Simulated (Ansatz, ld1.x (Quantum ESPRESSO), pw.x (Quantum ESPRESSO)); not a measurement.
## Al (bcc): variants of one ultrasoft potential in the solid

* Element: aluminium
* Generator: ld1.x (Quantum ESPRESSO) 7.5
* Type: ultrasoft
* Functional: PBEsol
* Relativity: scalar-relativistic
* Frozen core: [Ne]
* Valence charge: 3
* Reference configuration: 3s2 3p1
* Partial waves: 3s (bound): rcut 1.40, rcutus 1.90 bohr; 3s channel at -0.05 Ry: rcut 1.40, rcutus 1.90 bohr; 3p (bound): rcut 1.85, rcutus 2.00 bohr; 3p channel at 0.45 Ry: rcut 1.85, rcutus 2.00 bohr; 3d channel at 0.4 Ry: rcut 1.55, rcutus 1.65 bohr
* Local potential: all-electron potential smoothed inside 1.70 bohr (lloc = -1)
* Core correction: none
* Augmentation charge: built from norm-conserving waves at rcut, not smoothed further

Crystal test: bcc Al in pw.x 7.5, no spin, 14³ k-points, Fermi–Dirac smearing 0.01 Ry, cutoffs set for each file from its atomic test. The reference is all-electron LAPW (Ansatz 0.2.0) with the same functional, mesh and smearing; V0 and B0 come from Birch–Murnaghan fits to the pressures at five volumes. Errors are pseudo minus all-electron; Δ is the rms difference of the E(V) curves that follow from these fits, minima aligned, over ±6 % about the mean V0. Mesh and smearing are coarse, so the numbers serve the comparison and aren't converged zero-temperature values; the lattice is a test structure that the element need not adopt.

All-electron: a0 = 3.215 Å (V0 = 16.61 Å³/atom), B0 = 72.6 GPa.

1 further variants are left out: they gave no file fit for a test, a broken result, the same result as the base, or pressures whose basis-set error rivals the error shown.

```tsv
change	cutoffs (Ry)	pw.x	a0 (Å)	a0 error (%)	B0 error (%)	Δ (meV/atom)	mean pressure error (GPa)
base	40/600	converged	3.220	+0.15	-2.0	1.1	+0.31
wave 3s channel at -0.05 Ry: rcut 1.40, rcutus 1.90 bohr becomes 3s channel at -0.38 Ry: rcut 1.40, rcutus 1.90 bohr	40/600	converged	3.220	+0.15	-2.0	1.2	+0.32
waves 3p (bound): rcut 1.78, rcutus 1.88 bohr; 3p channel at 0.45 Ry: rcut 1.78, rcutus 1.88 bohr	40/600	converged	3.220	+0.15	-2.0	1.2	+0.32
local potential all-electron potential smoothed inside 1.90 bohr (lloc = -1)	40/600	converged	3.219	+0.14	-2.0	1.1	+0.31
augmentation PSQ, inside the norm-conserving radii	40/320	converged	3.222	+0.21	-1.6	1.7	+0.48
```
